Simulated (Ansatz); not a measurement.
Geometry optimisation, RKS PBE0/cc-pVDZ (Ansatz).

The input (input.yaml):

```yaml
crystal:
  periodic: [false, false, false]
  atoms:
    - { symbol: Si, position_ang: [-0.354784, 0.187927, -0.477034] }
    - { symbol: Si, position_ang: [-0.289136, -0.184576, 2.934418] }
    - { symbol: H, position_ang: [-0.848578, -0.657052, 4.243555] }
    - { symbol: H, position_ang: [0.772348, -1.139339, 2.486397] }
    - { symbol: H, position_ang: [0.307772, 1.176971, 3.117074] }
    - { symbol: H, position_ang: [0.74089, 0.820358, 0.322764] }
    - { symbol: H, position_ang: [-0.295762, 0.702987, -1.884219] }
    - { symbol: H, position_ang: [-0.166506, -1.29753, -0.484808] }
    - { symbol: H, position_ang: [-1.643025, 0.496489, 0.165931] }
    - { symbol: H, position_ang: [-1.356019, -0.106235, 1.919321] }
basis:
  gaussian: { orbitals: cc-pVDZ }
hamiltonian:
  xc: pbe0
relax:
  f_tol: 0.03
  max_steps: 50
```

Run as:

```bash
$ ansatz run input.yaml --threads 1 --pin off --max-ram 2048MiB --backend cpu --events-out ev --progress --plain --runs-dir out
```

Where does it end, and by what steps?

The run converged. The force dipped under the threshold on the way, but the program's further checks kept it going. After 7 steps the energy has fallen by 0.236 eV; H9 moved furthest, 0.86 Å.

```json
{"step": "0", "energy less start (eV)": "0.0000", "largest force component (eV/Å)": "0.643", "accepted": "yes"}
{"step": "1", "energy less start (eV)": "-0.1425", "largest force component (eV/Å)": "0.134", "accepted": "yes"}
{"step": "2", "energy less start (eV)": "-0.2151", "largest force component (eV/Å)": "0.104", "accepted": "yes"}
{"step": "3", "energy less start (eV)": "-0.2291", "largest force component (eV/Å)": "0.208", "accepted": "yes"}
{"step": "4", "energy less start (eV)": "-0.2331", "largest force component (eV/Å)": "0.118", "accepted": "yes"}
{"step": "5", "energy less start (eV)": "-0.2357", "largest force component (eV/Å)": "0.004", "accepted": "yes"}
{"step": "6", "energy less start (eV)": "-0.2361", "largest force component (eV/Å)": "0.023", "accepted": "yes"}
{"step": "7", "energy less start (eV)": "-0.2364", "largest force component (eV/Å)": "0.028", "accepted": "yes"}
```

```xyz
10
Properties=species:S:1:pos:R:3
Si -0.404 0.269 -0.913
Si -0.222 -0.269 3.383
H -0.680 -0.733 4.731
H 0.838 -1.193 2.868
H 0.331 1.118 3.490
H 0.523 0.928 0.061
H -0.010 0.646 -2.310
H -0.318 -1.218 -0.752
H -1.808 0.720 -0.650
H -1.383 -0.270 2.436
```

Whether the end is a true minimum wasn't checked by a vibrational analysis.

Run time: 20 s on 1 thread of Arm Neoverse V1 (shared host), peak memory 0.17 GiB.
